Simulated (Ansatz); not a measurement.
**Band gap of rock-salt BaO: levels of theory against measurement**

Reference value: 4.4 eV (measured, temperature not stated, no zero-point or thermal correction; as tabulated in Abedi et al. (2022), arXiv:2211.14644).

```json
[
 {"level (code)": "LDA+SOC (Ansatz)", "value (eV)": "1.86 (direct)", "cell (Å³/atom)": "21.25"},
 {"level (code)": "PBE-D4 (Ansatz)", "value (eV)": "2.03", "cell (Å³/atom)": "21.19"},
 {"level (code)": "PBE0+SOC (Ansatz)", "value (eV)": "4.00 (direct)", "cell (Å³/atom)": "21.25"},
 {"level (code)": "Hartree–Fock (Ansatz)", "value (eV)": "…", "cell (Å³/atom)": "21.25"}
]
```

Problem. Some entries are withheld; supply them.

Solution. 
- Hartree–Fock (Ansatz, a quantum-chemistry and plane-wave program), value (eV): 10.66

Differences against the reference: LDA+SOC -2.54 eV, PBE-D4 -2.37 eV, PBE0+SOC -0.40 eV, Hartree–Fock +6.26 eV.

Closest of the ranked levels: PBE0+SOC (-0.40 eV). Among them Hartree–Fock (+6.26 eV) misses by most. Of the ranked levels only PBE0+SOC lands within 1 eV.

Semilocal Kohn–Sham gaps run low as a rule, and all computed gaps are for a static lattice, while measured ones hold electron–phonon shifts unless said otherwise. Spin–orbit coupling is included only where a level's name says +SOC; with heavier elements it mostly lowers gaps and can invert bands.  Values are at the measured cell; PBE-D4 at the level's own equilibrium cell. Cutoffs and k meshes differ between the levels. Ansatz's density-functional and Hartree–Fock values are scalar-relativistic unless marked +SOC, with PAW data made under PBE.

Differences are worked out from the printed values.
